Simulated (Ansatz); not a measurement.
**BPH4 + NH3: a complex and its separated parts**

The complex below is one end of an elementary step. How strongly is it bound against its free parts?

Program: Ansatz 0.2.0, Gaussian basis. Level of theory: PBE0-D4/def2-TZVP structures, single points in def2-TZVPP, no counterpoise correction. These are calculated values, not measurements.

Levels: SPW92, PBE-D4, BLYP-D4, r2SCAN-D4, B97M-V, PBE0-D4, B3LYP-D4, r2SCAN0-D4, BHLYP-D4, CAM-B3LYP-D4, wB97X-V, wB97M-V, B2PLYP, PBE-QIDH, RPA on PBE, Hartree-Fock, MP2, CCSD, CCSD(T).

Cores are frozen in the correlated methods. B3LYP uses VWN-RPA correlation. B2PLYP carries no dispersion term here.

96 further runs of the same task are left out: 2 that didn't finish, 94 set aside as unsound or not needed.

## Step 1: Where the work starts

The complex: 10 atoms, charge 0, spin multiplicity 1.

Atoms are counted from 1 here; the program's logs count them from 0.

Bond lengths: B1–N2 1.638 Å, B1–H3 1.208 Å, B1–H4 1.210 Å, B1–P6 1.972 Å, N2–H5 1.017 Å, N2–H7 1.016 Å, N2–H8 1.016 Å, P6–H9 1.419 Å, P6–H10 1.415 Å. Angles: N2–B1–H3 105.5°, N2–B1–H4 104.9°, N2–B1–P6 105.2°, H3–B1–H4 113.8°, H3–B1–P6 116.7°, H4–B1–P6 109.7°, B1–N2–H5 110.3°, B1–N2–H7 111.5°, B1–N2–H8 110.9°, H5–N2–H7 107.4°, H5–N2–H8 108.6°, H7–N2–H8 108.0°, B1–P6–H9 101.8°, B1–P6–H10 98.6°, H9–P6–H10 94.6°.

Coordinates:

| atom | x (Å) | y (Å) | z (Å) |
| --- | --- | --- | --- |
| B1 | -0.2160 | -0.4421 | 0.3307 |
| N2 | 1.0735 | 0.5204 | 0.6363 |
| H3 | 0.2351 | -1.5555 | 0.2065 |
| H4 | -0.9353 | -0.3124 | 1.2945 |
| H5 | 0.7820 | 1.4929 | 0.6975 |
| P6 | -1.0846 | 0.3428 | -1.2562 |
| H7 | 1.7681 | 0.4572 | -0.1023 |
| H8 | 1.5199 | 0.2600 | 1.5105 |
| H9 | -0.7525 | -0.5999 | -2.2638 |
| H10 | -2.3903 | -0.1634 | -1.0537 |

Its parts: BPH4 holds atoms 1, 3, 4, 6, 9, 10; NH3 holds atoms 2, 5, 7, 8. Each part counts its atoms afresh in its own runs.

## Step 2: Relaxing BPH4 alone

Contents of relax-a/in.yaml:

```yaml
crystal:
  periodic: [false, false, false]
  atoms:
    - {symbol: B, position_ang: [-0.215951, -0.442059, 0.330729]}
    - {symbol: H, position_ang: [0.235052, -1.555494, 0.206545]}
    - {symbol: H, position_ang: [-0.935309, -0.312431, 1.294542]}
    - {symbol: P, position_ang: [-1.084601, 0.342820, -1.256185]}
    - {symbol: H, position_ang: [-0.752492, -0.599893, -2.263803]}
    - {symbol: H, position_ang: [-2.390288, -0.163444, -1.053699]}
basis:
  gaussian: {orbitals: def2-TZVP}
hamiltonian: {xc: pbe0, dispersion: d4}
relax: {f_tol: 0.005, max_steps: 200}
```

Launch:

```sh
$ ansatz run in.yaml --threads 2 --pin off --events-out ev --progress --plain --max-ram 4352MiB
```

Further steps of the session: Relaxing NH3 alone; SPW92/def2-TZVPP; PBE-D4/def2-TZVPP; BLYP-D4/def2-TZVPP; r2SCAN-D4/def2-TZVPP; B97M-V/def2-TZVPP; PBE0-D4/def2-TZVPP; B3LYP-D4/def2-TZVPP; r2SCAN0-D4/def2-TZVPP; BHLYP-D4/def2-TZVPP; CAM-B3LYP-D4/def2-TZVPP; wB97X-V/def2-TZVPP; wB97M-V/def2-TZVPP; B2PLYP/def2-TZVPP; PBE-QIDH/def2-TZVPP; RPA on PBE/def2-TZVPP; CCSD(T)/def2-TZVPP; Vibrations of BPH4; Vibrations of NH3.

Before running it: what results should come out? Wanted: complex less parts, CCSD(T)/def2-TZVPP; with zero-point energy; largest T1 diagnostic.

As calculated:

| quantity | value |
| --- | --- |
| complex less parts, CCSD(T)/def2-TZVPP | -110.0 kJ/mol |
| with zero-point energy | -89.4 kJ/mol |
| largest T1 diagnostic | 0.018 |

At CCSD(T) the complex lies 110.0 kJ/mol below its parts. CAM-B3LYP-D4 is the best functional here (-0.3 kJ/mol from CCSD(T)); SPW92 is the worst (-47.0 kJ/mol). By rung, the mean size of the error is: LDA 47.0, GGA 10.9, meta-GGA 4.4, hybrid 8.3, range-separated hybrid 2.4, double hybrid 10.6 kJ/mol. PBE-D4 gives a relative energy 9.2 kJ/mol too low, outside chemical accuracy (1 kcal/mol, 4.2 kJ/mol). No counterpoise was applied, and triple zeta lacks some correlation, so the CCSD(T) reference has a basis error of its own, and close matches with it are partly luck.
